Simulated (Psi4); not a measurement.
This Psi4 input (PBE/def2-QZVP) gives -40.46749 Eh with 177 basis functions.

```
memory 1724 MB

molecule {
0 1
C    -0.00000000    0.00000000   -0.00000000
H     0.62054657    0.62688914    0.63896175
H    -0.64285838   -0.62489528    0.61852983
H     0.63693263   -0.63278043   -0.61664082
H    -0.61462083    0.63078657   -0.64085076
}

set {
  basis def2-qzvp
  scf_type df
}

energy('pbe')
print_variables()
```

Change:
```diff
- basis def2-qzvp
+ basis 6-31g**
```

**Question.** What does the run give now?

**Answer.** -40.44973 Eh (PBE/6-31G**, 35 functions), a change of +17.76 mEh.
